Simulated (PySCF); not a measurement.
C₄H₆O.
Bonds: C1–C2 (triple), C2–O3, O3–C4, C4–C5. Hydrogens: H6 on C1; H7, H8 on C4; H9, H10, H11 on C5.

Level of theory: core-valence-separated Tamm–Dancoff BHandHLYP/aug-pcX-1 (pcseg-1 on H) in PySCF, non-relativistic, gas phase, PBE0-D3(BJ)/def2-SVP geometry. No empirical shift is added; at this level the pattern usually sits a few eV under experiment.

**Question.** List the oxygen K-edge absorption lines.

**Answer.** 
```tsv
E (eV)	f	core hole on	main final orbital
534.60	0.0116	O3	spread
535.20	0.0163	O3	LUMO (38 %)
535.73	0.0170	O3	spread
535.87	0.0149	O3	spread
536.15	0.0091	O3	LUMO+1 (57 %)
536.23	0.0040	O3	LUMO+2 (38 %)
536.50	0.0095	O3	LUMO+3 (43 %)
```

The first line with a tenth or more of the strongest one's intensity is at 534.60 eV (f = 0.012), with the hole on O3 (ether oxygen). The strongest listed is at 535.73 eV (f = 0.017; O3).

**Question.** What does the C 1s absorption edge look like?

**Answer.** 
| E (eV) | f | core hole on | main final orbital | polarisation |
| --- | --- | --- | --- | --- |
| 283.82 | 0.0558 | C1 | spread | across the triple bond |
| 284.60 | 0.0503 | C1 | spread | across the triple bond |
| 285.38 | 0.0664 | C2 | LUMO+5 (30 %) | across the triple bond |
| 285.53 | 0.0110 | C5 | LUMO (79 %) | – |
| 285.58 | 0.0049 | C1 | LUMO+2 (65 %) | along the triple bond |
| 285.71 | 0.0713 | C2 | spread | across the triple bond |
| 286.26 | 0.0118 | C1 | LUMO+4 (47 %) | along the triple bond |
| 286.28 | 0.0261 | C5 | LUMO+3 (32 %) | – |
| 286.41 | 0.0218 | C5 | spread | – |
| 286.67 | 0.0640 | C4 | spread | – |
| 286.78 | 0.0060 | C1 | LUMO+1 (48 %) | across the triple bond |
| 286.81 | 0.0114 | C5 | LUMO+1 (32 %) | – |
| 286.88 | 0.0061 | C1 | LUMO+3 (48 %) | across the triple bond |
| 287.23 | 0.0098 | C1 + C2 | spread (2 roots, f summed) | – |
| 287.28 | 0.0013 | C5 | spread | – |
| 287.51 | 0.0129 | C4 | LUMO (61 %) | – |
| 287.64 | 0.0065 | C1 | LUMO+6 (50 %) | across the triple bond |
| 287.67 | 0.0043 | C1 | spread | mixed |

The first line with a tenth or more of the strongest one's intensity is at 283.82 eV (f = 0.056), with the hole on C1 (terminal alkyne carbon), polarised across the triple bond: a 1s→π* resonance. The strongest listed is at 285.71 eV (f = 0.071; C2).

Roots within 0.03 eV whose holes lie on the same, on equivalent or on shared atoms are summed into one line, and the highest roots are left out, as the search may have cut off their partners. Final orbitals are the ground state's empty Kohn–Sham orbitals. A dash: too weak, shared between unlike atoms, or no plane or axis to refer to.

**Question.** What are the wavelength and the wavenumber of the 535.20 eV line?

**Answer.** λ = 12398.42 eV Å/535.20 eV = 23.166 Å; 4.3167 × 10⁶ cm⁻¹.

The list ends where the root search ended, not at a threshold.

The values belong to the conformer `[CH:1]#[C:2][O:3][CH2:4][CH3:5]`: C2–O3–C4–C5 69°.
